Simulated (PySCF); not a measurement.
# SN with other numerical set-ups

Aim: see how much the energy and properties of SN depend on the numerical set-up.

The runs use PySCF 2.14.0; method and basis as typed in the scripts.

6 further runs of the same task are left out: 6 that didn't finish.

## (1) The starting structure

SN: 2 atoms, charge 0, spin multiplicity 2.

Bond lengths: S1–N2 1.476 Å.

## (2) The base run

input.py

```python
from pyscf import gto, scf
from pyscf.geomopt.geometric_solver import optimize

mol = gto.M(
    atom='S 0 0 0; N 0 0 1.476',
    basis='def2-svp',
    charge=0,
    spin=1,
    verbose=4,
)
mf = scf.ROHF(mol)
mf.kernel()
mol_eq = optimize(mf, maxsteps=30)
print('optimised geometry (angstrom)')
print(mol_eq.tostring('raw'))
print('orbital energies (hartree):', mf.mo_energy[..., max(0, mol.nelec[1]-3):mol.nelec[0]+3].round(4))
```

Started as:

```console
> OMP_NUM_THREADS=1 python input.py
```

The log of this run is left out.

Base result: at the starting geometry E(SCF) = -451.722313 Eh, 11 cycles, optimised bond 1.476 Å in 2 steps; the optimisation lowers the energy by 0.000 eV.

## (3) 6-311g**

Run 1 changes basis set: def2-svp → 6-311g**.

input.py

```python
from pyscf import gto, scf
from pyscf.geomopt.geometric_solver import optimize

mol = gto.M(
    atom='S 0 0 0; N 0 0 1.476',
    basis='6-311g**',
    charge=0,
    spin=1,
    verbose=4,
)
mf = scf.ROHF(mol)
mf.kernel()
mol_eq = optimize(mf, maxsteps=30)
print('optimised geometry (angstrom)')
print(mol_eq.tostring('raw'))
print('orbital energies (hartree):', mf.mo_energy[..., max(0, mol.nelec[1]-3):mol.nelec[0]+3].round(4))
```

Started as:

```console
> OMP_NUM_THREADS=1 python input.py
```

## (4) Ano-rcc-vdzp (X2C on)

Run 2 changes basis set: def2-svp → ano-rcc-vdzp; spin-free X2C: off → on.

Edit input.py of step 2 so:

```diff
@@ -5,3 +5,3 @@
     atom='S 0 0 0; N 0 0 1.476',
-    basis='def2-svp',
+    basis='ano-rcc-vdzp',
     charge=0,
@@ -11,2 +11,3 @@
 mf = scf.ROHF(mol)
+mf = mf.sfx2c1e()
 mf.kernel()
```

## (5) X2c-svpall (X2C on)

Run 3 changes basis set: def2-svp → x2c-svpall; spin-free X2C: off → on.

Edit input.py of step 2 so:

```diff
@@ -5,3 +5,3 @@
     atom='S 0 0 0; N 0 0 1.476',
-    basis='def2-svp',
+    basis='x2c-svpall',
     charge=0,
@@ -11,2 +11,3 @@
 mf = scf.ROHF(mol)
+mf = mf.sfx2c1e()
 mf.kernel()
```

## (6) Minao

Run 4 changes basis set: def2-svp → minao.

Edit input.py of step 2 so:

```diff
@@ -5,3 +5,3 @@
     atom='S 0 0 0; N 0 0 1.476',
-    basis='def2-svp',
+    basis='minao',
     charge=0,
```

**Question.** What will these runs give? Wanted: for each run, E(SCF); from base; after the SCF.

The runs gave:

| run | E(SCF) (hartree) | from base (eV) | cycles | functions | after the SCF |
| --- | --- | --- | --- | --- | --- |
| base | -451.722313 | 0 | 11 | 32 | bond 1.476 Å, 0.000 eV |
| 6-311g** | -451.913305 | -5.1972 | 12 | 44 | bond 1.476 Å, 0.000 eV |
| ano-rcc-vdzp (X2C on) | -453.043939 | not comparable | 12 | 32 | bond 1.475 Å, 0.000 eV |
| x2c-svpall (X2C on) | -452.819442 | not comparable | 11 | 32 | bond 1.475 Å, 0.000 eV |
| minao | -451.761427 | -1.0644 | 9 | 14 | bond 1.672 Å, -1.104 eV |

SCF columns refer to the geometry typed in the script.

What this shows: Of the runs whose energies can be compared, “6-311g**” moves the SCF energy most (-5.197 eV). 6-311g** (44 functions) gives an energy 5.20 eV lower than def2-svp (32). minao (14 functions) gives an energy 1.06 eV lower than def2-svp (32); size alone doesn't order basis sets of different families. The dearest run is “ano-rcc-vdzp (X2C on)”, at 15 s against 1.4 s.
